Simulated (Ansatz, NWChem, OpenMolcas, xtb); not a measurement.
A ladder of methods for SiHF (SMILES F[SiH])

The species is SiHF (3 atoms), meant as a singlet with charge 0. As SMILES, `F[SiH]`. The coordinates come from a PBE0-D4/def2-TZVP relaxation.

```xyz
3

F    -1.0902    0.0244   -0.6023
Si    0.1868    0.6294    0.1738
H     0.8924   -0.7186    0.4153
```

Quantity: the vertical electron affinity (to the doublet anion), in eV. The values are calculated.

The electron affinity is E(neutral) − E(anion): positive where the electron is bound.

```json
{"level": "GFN2-xTB", "kind": "semi-empirical", "program": "xtb", "value (eV)": "2.46"}
{"level": "HF/def2-TZVPPD", "kind": "Hartree–Fock", "program": "OpenMolcas", "value (eV)": "0.16"}
{"level": "SVWN5/def2-TZVPPD", "kind": "LDA", "program": "OpenMolcas", "value (eV)": "0.66"}
{"level": "PBE/def2-TZVPPD", "kind": "GGA", "program": "OpenMolcas", "value (eV)": "0.61"}
{"level": "r2SCAN/def2-TZVPPD", "kind": "meta-GGA", "program": "OpenMolcas", "value (eV)": "0.75"}
{"level": "BHLYP/def2-TZVPPD", "kind": "global hybrid", "program": "OpenMolcas", "value (eV)": "0.51"}
{"level": "MP2/def2-TZVPPD", "kind": "perturbation theory", "program": "NWChem", "value (eV)": "0.38"}
{"level": "FCI/STO-3G", "kind": "exact in the basis", "program": "Ansatz", "value (eV)": "-6.84"}
```

Where it was recorded, the anion's HOMO is positive in SVWN5/def2-TZVPPD, PBE/def2-TZVPPD, r2SCAN/def2-TZVPPD, BHLYP/def2-TZVPPD: a fault of the level (basis or self-interaction), which says nothing on whether the real anion is bound. The values span -6.84 to 2.46 eV. The xTB values lack the empirical shift that such differences need. High-level rows in very small sets aren't better than simpler rows in larger ones.
